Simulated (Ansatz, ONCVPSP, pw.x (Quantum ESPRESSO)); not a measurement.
**pw.x on bcc W: one setting changed**

Potential: optimised norm-conserving Vanderbilt (ONCV), ONCVPSP 4.0.1.1 (patched build), PBEsol; core [Kr] 4d10 4f14, reference 5s2 5p6 5d4 6s2; waves: 5s+6s: rc 1.75 bohr, ncon 4, nbas 8, qcut 9 1/bohr, 2 projectors; 5p: rc 1.50 bohr, ncon 3, nbas 6, qcut 8.4 1/bohr, 3 projectors, debl 3.4 Ha; 5d: rc 1.90 bohr, ncon 4, nbas 8, qcut 5.9 1/bohr, 1 projector; local part: polynomial inside 0.95 bohr (lpopt 5, dvloc0 6 Ha); core correction: Teter function, fcfact 5, rcfact 1.55.

The reference run (k-mesh 15³, cutoffs 70/280 Ry, Fermi–Dirac 0.01 Ry, mixing_beta 0.4, conv_thr 1e-9, no spin) gives -4.21 GPa at 15.687 Å³/atom, where all-electron LAPW gives 0.22 GPa. This run, with its own iteration cap, changes k-mesh points per axis to 20.

```
&control
  calculation='scf', prefix='x', pseudo_dir='./', outdir='./tmp', tstress=.true., disk_io='none'
/
&system
  ibrav=0, nat=1, ntyp=1, ecutwfc=70, ecutrho=280, nbnd=15,
  occupations='smearing', smearing='fd', degauss=0.01
/
&electrons
  conv_thr=1e-09, mixing_beta=0.4, electron_maxstep=50
/
ATOMIC_SPECIES
W 1.0 W.UPF
CELL_PARAMETERS angstrom
  -1.57698163 1.57698163 1.57698163
  1.57698163 -1.57698163 1.57698163
  1.57698163 1.57698163 -1.57698163
ATOMIC_POSITIONS crystal
W 0.0000 0.0000 0.0000
K_POINTS automatic
20 20 20 0 0 0
```

```bash
pw.x < W.scf.in > W.scf.out
```

**Question.** How does the run end?

**Answer.** It converges in 7 iterations; the free energy moves by -3.9 meV/atom and the pressure by -0.09 GPa.

```
Message from routine setup:
     using ibrav=0 with symmetry is DISCOURAGED, use correct ibrav instead
     lattice parameter (alat)  =       5.1616  a.u.
     unit-cell volume          =     105.8611 (a.u.)^3
     number of electrons       =        14.00
     number of Kohn-Sham states=           15
     kinetic-energy cutoff     =      70.0000  Ry
     charge density cutoff     =     280.0000  Ry
     scf convergence threshold =      1.0E-09
     Exchange-correlation= PBESOL
     number of k points=   256  Fermi-Dirac smearing, width (Ry)=  0.0100
     iteration #  1     ecut=    70.00 Ry     beta= 0.40
     total energy              =    -158.51064488 Ry
     estimated scf accuracy    <       0.04007721 Ry
     iteration #  2     ecut=    70.00 Ry     beta= 0.40
     total energy              =    -158.51109831 Ry
     estimated scf accuracy    <       0.00600099 Ry
     iteration #  3     ecut=    70.00 Ry     beta= 0.40
     total energy              =    -158.51188882 Ry
     estimated scf accuracy    <       0.00034797 Ry
     iteration #  4     ecut=    70.00 Ry     beta= 0.40
     total energy              =    -158.51191105 Ry
     estimated scf accuracy    <       0.00000480 Ry
     iteration #  5     ecut=    70.00 Ry     beta= 0.40
     total energy              =    -158.51191356 Ry
     estimated scf accuracy    <       0.00000018 Ry
     iteration #  6     ecut=    70.00 Ry     beta= 0.40
     total energy              =    -158.51191360 Ry
     estimated scf accuracy    <          5.5E-09 Ry
     iteration #  7     ecut=    70.00 Ry     beta= 0.40
     the Fermi energy is    22.5948 ev
!    total energy              =    -158.51191360 Ry
     estimated scf accuracy    <          3.2E-10 Ry
     smearing contrib. (-TS)   =      -0.00203742 Ry
     The total energy is F=E-TS. E is the sum of the following terms:
     one-electron contribution =     -13.39882395 Ry
     hartree contribution      =      15.75913371 Ry
     xc contribution           =     -41.19324217 Ry
     ewald contribution        =    -119.67694376 Ry
     convergence has been achieved in   7 iterations
          total   stress  (Ry/bohr**3)                   (kbar)     P=      -43.07
     Message from routine punch:
     Nothing written, as per user request (disk_io='none')
```

The run took about 20 s on one core of a shared host (AMD EPYC 9R45 96-Core Processor, 96 threads, 376 GiB, load 25).
